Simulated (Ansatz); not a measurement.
Results of PBE-D4 (PAW; Ansatz, an electronic-structure program) for anatase TiO2 (metastable phase).

Input file:

Ansatz 0.2 input:
```yaml
crystal:
  lattice:
    - [-1.8787687169, 1.8787687169, 4.7692294523]
    - [1.8787687169, -1.8787687169, 4.7692294523]
    - [1.8787687169, 1.8787687169, -4.7692294523]
  atoms:
    - { symbol: Ti, position: [0.75, 0.25, 0.5] }
    - { symbol: Ti, position: [0.0, 0.0, 0.0] }
    - { symbol: O, position: [0.5424687617, 0.0424687617, 0.5] }
    - { symbol: O, position: [0.7924687617, 0.7924687617, 0.0] }
    - { symbol: O, position: [0.2075312383, 0.2075312383, 0.0] }
    - { symbol: O, position: [0.9575312383, 0.4575312383, 0.5] }
basis:
  ecutwfc: 520
  ecutrho_ratio: 4
  xc_grid: 2
kpoints:
  mp_grid: { grid: [12, 12, 12] }
hamiltonian:
  xc: pbe
  dispersion: d4
  pseudopotentials: { kind: paw }
scf:
  occupations: { method: fermi_dirac, width: 0.01 }
output:
  forces: true
  stress: true
  eigenvalues: true
relax:
  f_tol: 0.004
  escape_saddle: false
  max_steps: 80
  cell: { stress_tol: 0.02, fix: [volume] }
```

Excerpt of the program's output:

```
Relaxation: its limit of steps is 80 (relax.max_steps)
Crystal: 6 atoms, lattice volume = 67.337 Å³
Basis set: ecut = 520 eV, 1781 PW (Γ), FFT grids on a1+a3, a2+a3, a3, exchange–correlation on 60×60×90 points (8 copies of the dense FFT grid, shifted against one another)
Bands: 30, of which v1, the nominal top of the filled ones, is band 24 counted from 1 (23 counted from 0)
Symmetry: 16 space group operations
Space group: I41/amd (ITA 141), of the structure as read, at distance tolerance 4.1e-5 Å
k-points: 163 of 1728
Functional: x = pbe(κ = 0.804, μ = 0.2195149727645171), c = pbe(β = 0.06672455060314922)
SCF iter   1: F=—  HF=-7278.611506 eV  |F-HF|=—  |Δ(HF+E_count)|=         —  Δρ=3.85e-3  dr2=3.90e-3
SCF iter   2: F=—  HF=-7278.613411 eV  |F-HF|=—  |Δ(HF+E_count)|=   1.91e-3  Δρ=3.09e-3  dr2=5.11e-3
  ...
SCF 1 converged in 6 iterations: F = -7278.613187 eV  dr2 = 1.18e-8
Crystal: 6 atoms, lattice volume = 67.337 Å³
Basis set: ecut = 520 eV, 1797 PW (Γ), FFT grids on a1+a3, a2+a3, a3, exchange–correlation on 60×60×90 points (8 copies of the dense FFT grid, shifted against one another)
Initial density: handed on by an earlier stage of this run
  ...
Crystal: 6 atoms, lattice volume = 67.337 Å³
SCF 3 converged in 5 iterations: F = -7278.616540 eV  dr2 = 7.46e-8
Crystal: 6 atoms, lattice volume = 67.337 Å³
Basis set: ecut = 520 eV, 1805 PW (Γ), FFT grids on a1+a3, a2+a3, a3, exchange–correlation on 60×60×90 points (8 copies of the dense FFT grid, shifted against one another)
SCF 4 converged in 4 iterations: F = -7278.616579 eV  dr2 = 4.77e-8
Crystal: 6 atoms, lattice volume = 67.337 Å³
SCF 5 converged in 4 iterations: F = -7278.616580 eV  dr2 = 1.42e-9
Crystal: 6 atoms, lattice volume = 67.337 Å³
SCF iter   4: F=—  HF=-7278.616586 eV  |F-HF|=—  |Δ(HF+E_count)|=   1.14e-7  Δρ=3.49e-7  dr2=2.29e-11
SCF iter   5: F=-7278.616586 eV  HF=-7278.616586 eV  |F-HF|=7.28e-12  |Δ(HF+E_count)|=  8.10e-10  Δρ=1.03e-7  dr2=5.29e-12
SCF 6 converged in 5 iterations: F = -7278.616586 eV  dr2 = 5.29e-12
SCF converged after 5 iterations
Free energy (F): -7278.616586 eV
Internal energy: -7278.616586 eV  (E = F + TS)
E sigma→0 (E₀):  -7278.616586 eV
Fermi energy:    8.572551 eV
--- Forces (eV/Å), atoms counted from 1 ---
  atom   1  Ti     0.00000000     0.00000000     0.00000000
  atom   2  Ti     0.00000000     0.00000000     0.00000000
  atom   3  O      0.00000000    -0.00000000    -0.00001249
  atom   4  O      0.00000000    -0.00000000    -0.00001249
  atom   5  O      0.00000000    -0.00000000     0.00001249
  atom   6  O      0.00000000     0.00000000     0.00001249
--- Stress (GPa, compression-positive) ---
        3.630507      -0.000000      -0.000000
       -0.000000       3.630507      -0.000000
        0.000000       0.000000       3.627902
  P = ⅓ Tr σ = 3.6296 GPa (36.296 kbar)
```

The cell is one volume of an energy–volume scan, off the minimum.
